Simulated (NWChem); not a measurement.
# LiH; SMILES [LiH]

```xyz
2

Li     0.0000     0.0000     0.4586
H      0.0000     0.0000    -1.1457
```
Atoms are numbered in this order, from 1.

Level: PBE-D3(BJ)/def2-SVP (NWChem), optimised geometry, unscaled harmonic frequencies. 

Task: List the harmonic frequencies with IR intensities, and the thermochemistry.

Result: 
```json
[
 {"frequency (cm⁻¹)": "1393", "IR intensity (km/mol)": "96.3"}
]
```

```json
{
 "zero_point_energy": "2.0 kcal/mol",
 "thermal correction to the enthalpy at 298.15 K (with zero-point energy)": "4.1 kcal/mol",
 "heat capacity Cv": "5.1 cal/(mol K)",
 "entropy at 298.15 K and 1 atm (symmetry number 1)": "40.8 cal/(mol K)",
 "dipole_moment": "5.43 D"
}
```

Rigid rotor and harmonic oscillator.
